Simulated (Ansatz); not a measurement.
System: AlCl3 (charge 0, singlet). 
Geometry from a B3LYP-D3(BJ)/def2-TZVP (Ansatz, a quantum-chemistry and plane-wave program) optimisation:
```
Al
Cl 1 2.0764
Cl 1 2.0764 2 120.00
Cl 1 2.0764 2 120.00 3 -180.00
```
Charge 0, spin multiplicity 1.

Basis-set convergence of Hartree-Fock and CCSD(T) correlation energies (hartree) with Ansatz. Cores are frozen in the correlated levels unless marked. No spin-orbit coupling. No relativistic terms.

```tsv
basis	functions	E(HF)	E(corr, CCSD(T))
aug-cc-pV(D+d)Z	128	-1620.67271	-0.55575
aug-cc-pV(T+d)Z	220	(withheld)	(withheld)
```

Q: Some entries are withheld; supply them.

A: 
- aug-cc-pV(T+d)Z, E(HF): -1620.72516
- aug-cc-pV(T+d)Z, E(corr, CCSD(T)): -0.71824
